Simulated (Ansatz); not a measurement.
Relaxed structures of SiNH$_{6}$S (charge +1), singlet (PBE0-D4/def2-TZVP; forces vanish, vibrations not checked; lower isomers may exist, and structures with a doubtful reference or unclear bonds are left out; Å). Program: Ansatz 0.2.0. Basis: def2-TZVPP. Cores are frozen in the correlated methods.

Problem. Rank them by CCSD(T) energy, lowest first, and give each one's height above the lowest. Links in brackets join atoms within 1.22 times the sum of their covalent radii (1.1 for two metals). (An estimate is asked for; the value comes from the calculation.)
A.
SiNH₆S ([NH2][SiH2][SH2]), total charge +1
```
9
angstrom
N -0.9533 0.6925 -1.1316
Si 0.4120 0.5438 -0.1924
S -0.0747 -1.0117 1.5328
H -1.1085 0.1637 -1.9761
H -1.7044 1.3348 -0.9303
H 0.6942 1.6789 0.6992
H 1.5350 -0.1372 -0.8536
H 0.0314 -2.1410 0.8021
H 1.1682 -1.1238 2.0498
```
B.
SiNH₆S ([NH2][SH2][SiH2]), total charge +1
```
9
angstrom
N -0.8761 0.5217 -1.1416
Si -0.3036 -0.9800 1.6647
S 0.3513 0.1934 -0.1383
H -0.7181 1.1270 -1.9389
H -1.7703 0.6186 -0.6732
H 0.9103 1.3265 0.3738
H 1.2980 -0.0063 -1.1081
H -0.0573 -2.2449 0.8866
H 1.1294 -0.6552 2.0456
```
C.
SiNH₆S ([NH3][SiH][SH2]), total charge +1
```
9
angstrom
N -1.1484 0.7467 -0.9258
Si 0.7455 0.4362 -0.3360
S 0.0115 -1.2194 1.2512
H -1.4464 0.0853 -1.6407
H -1.1700 1.6687 -1.3646
H 0.4979 1.4024 0.8064
H -1.8568 0.7607 -0.1941
H 0.7364 -2.2842 0.8552
H 0.8579 -0.8830 2.2432
```
D.
SiNH₆S ([NH3][SiH2][SH]), total charge +1
```
9
angstrom
N -0.9879 0.5805 -0.8049
Si 0.7494 0.4126 -0.0290
S 0.8048 -1.3831 1.0264
H -1.2117 -0.2299 -1.3857
H -1.0684 1.4101 -1.3973
H 0.8135 1.6504 0.7665
H 1.5722 0.3669 -1.2482
H -1.7186 0.6438 -0.0940
H 0.3793 -0.8296 2.1785
```

Solution. Computed: D (0.0 kJ/mol), A (85.1 kJ/mol), C (160.6 kJ/mol), B (534.8 kJ/mol). Heights count from the lowest.

The T1 diagnostic stays at or below 0.019.

For scale, one of the runs: CCSD(T)/def2-TZVPP, 199 basis functions, launched by `ansatz run in.yaml --threads 2 --pin off --events-out ev --progress --plain --max-ram 4352MiB`. Hardware: 2 CPU threads of an Arm Neoverse V1, shared host. Wall time 60 s; peak host memory 2.2 GiB.
